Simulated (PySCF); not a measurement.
Identify the unknown among the candidates.

All candidates are C4H4.

- Rotational structure: rotational constants A, B, C: 17.167, 13.232, 7.472 GHz [GFN2-xTB]
- 1H NMR: chemical shifts (computed TMS as zero) by class: 5.66 (4 H) ppm [GIAO PBE0/pcSseg-1]
- Dipole: 0.00 D [PBE0/pcSseg-1]
- 13C NMR: chemical shifts (computed TMS as zero) by class: 146.7 (4 C) ppm [GIAO PBE0/pcSseg-1]

Gas-phase values; electronic properties from PySCF, density fitting. Levels stand in brackets. Geometry: GFN2-xTB; no solvent, vibrations or thermal averaging. Each NMR value is the plain mean over a class of atoms that symmetry, rotation or inversion makes alike.

Question: Which candidate is it?
A. `C=C1C=C1` (methylenecyclopropene)
B. `C=C=C=C` (1,2,3-butatriene)
C. `C1=CC=C1` (cyclobutadiene)

Answer: C. It is `C1=CC=C1`. Numbering: `[CH:1]1=[CH:2][CH:3]=[CH:4]1`. Its formula, C4H4, gives 3 degrees of unsaturation: 1 ring and 2 π bonds in the structure found. 4 carbons fall into 1 class: alkene CH carbon [C1/C2/C3/C4] (146.7 ppm, 4 C). All hydrogens form one class (5.66 ppm): vinylic hydrogen. The vanishing dipole is forced by symmetry. The optimised geometry has point group D2h and is an asymmetric top.

The others, at the same levels:
- `C=C=C=C` fails: it has 2 carbon classes against 1; its computed 13C shifts are 188.7 (2 C), 104.0 (2 C) ppm, rotational constant A is 148.309 GHz (against 17.167 GHz) and smallest rotational constant is 3.943 GHz (against 7.472 GHz).
- `C=C1C=C1` fails: it has 3 carbon classes against 1; its computed 13C shifts are 144.0 (2 C), 122.5 (1 C), 65.3 (1 C) ppm, 1H shifts are 8.23 (2 H), 4.05 (2 H) ppm and rotational constant A is 29.411 GHz (against 17.167 GHz).
